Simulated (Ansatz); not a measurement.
A calculation with Ansatz (development build ahead of 0.2.0).

```yaml
crystal:
  periodic: [false, false, false]
  atoms:
    - { symbol: C, position_ang: [0.0, 0.03147, -0.69531] }
    - { symbol: "N", position_ang: [0.0, 0.07048, 0.75101] }
    - { symbol: H, position_ang: [0.0, -0.97757, -1.15992] }
    - { symbol: H, position_ang: [-0.88194, 0.56591, -1.08329] }
    - { symbol: H, position_ang: [0.88194, 0.56591, -1.08329] }
    - { symbol: H, position_ang: [-0.81272, -0.41819, 1.12063] }
    - { symbol: H, position_ang: [0.81272, -0.41819, 1.12063] }
basis:
  gaussian: { orbitals: cc-pVDZ }
hamiltonian:
  xc: hf
correlation:
  method: mp2
  frozen_orbitals: { C: 1, H: 0, "N": 1 }
```

The input is written out in the form of the current development build from the run's settings.

Output:

- Converged: yes
- Reference energy: -95.22122 hartree
- Correlation energy: -0.32590 hartree
- Total energy: -95.54712 hartree
- Spin squared of the determinant: 0.000
